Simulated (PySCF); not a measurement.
Below is a simulated gas-phase C 1s photoelectron spectrum of bicyclo[2.2.0]hexa-2,5-diene, `C1=CC2C1C=C2`.

Every computed line was given a Gaussian of 1.0 eV full width at half maximum and an area set by the number of equivalent atoms; the highest printed point is 100. Level of theory: delta-SCF UKS SCAN, pcX-2 on the ionised atom, pcseg-1 elsewhere, spin-free X2C (PySCF 2.14.0).

binding energy (eV), intensity and a bar:
```
    288.8          0 
    288.9          0 
    289.0          1 
    289.1          2 #
    289.2          4 #
    289.3          6 ##
    289.4         11 ###
    289.5         17 #####
    289.6         25 #######
    289.7         35 ###########
    289.8         47 ##############
    289.9         60 ##################
    290.0         73 ######################
    290.1         85 #########################
    290.2         94 ############################
    290.3         99 ##############################
    290.4        100 ##############################
    290.5         97 #############################
    290.6         90 ###########################
    290.7         80 ########################
    290.8         68 ####################
    290.9         56 #################
    291.0         44 #############
    291.1         33 ##########
    291.2         24 #######
    291.3         17 #####
    291.4         11 ###
    291.5          7 ##
    291.6          4 #
    291.7          2 #
    291.8          1 
    291.9          1 
    292.0          0 
    292.1          0
```

Question: How many maxima does the curve show, and how many computed lines lie under it?

Answer: The curve has 1 maximum (at 290.4 eV). Under it lie 2 lines from 2 inequivalent carbon sites. At this width some lines have no maximum of their own.

Question: Decompose the envelope and assign each component. Numbering: `[CH:1]1=[CH:2][C@H:3]2[CH:4]=[CH:5][C@@H:6]12`.

Answer: 
| position (eV) | relative area | line | atoms | environment |
| --- | --- | --- | --- | --- |
| 290.25 | 4 | C 1s | C1/C2/C4/C5 | alkene CH carbon |
| 290.69 | 2 | C 1s | C3/C6 | sp3 carbon at a ring junction |

The listed C 1s values span 0.44 eV, from C1/C2/C4/C5 (bonded to C (double bond), C and H) to C3/C6 (bonded to 3 C and H).

The curve has no shake-up lines and no vibrational structure. Atoms equivalent by their bonding share one computed value, that of the first of them. Geometry: PBE0-D3(BJ)/def2-SVP; no solvent, vibrations or thermal averaging.
